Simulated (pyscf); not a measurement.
Structures and frequencies: ωB97X-D3(BJ)/def2-SVP in PySCF.

Task: For the elementary gas-phase step H₃C–CH•–CH₂–CH₂–CH₃ → H₂C=CH–CH₃ + •H₂C–CH₃ (doublet surface; C–C broken, none formed), what barrier and reaction energy does ωB97M-D3(BJ)/def2-TZVP give, measured from the reactant's lowest minimum found?

Result: ΔE‡ = 1.34 eV, ΔE = +1.11 eV. Zero-point energy shifts the barrier by -0.11 eV. It is a bond scission, with an imaginary mode of 461i cm⁻¹. One saddle was located; it need not be the lowest between these sides.
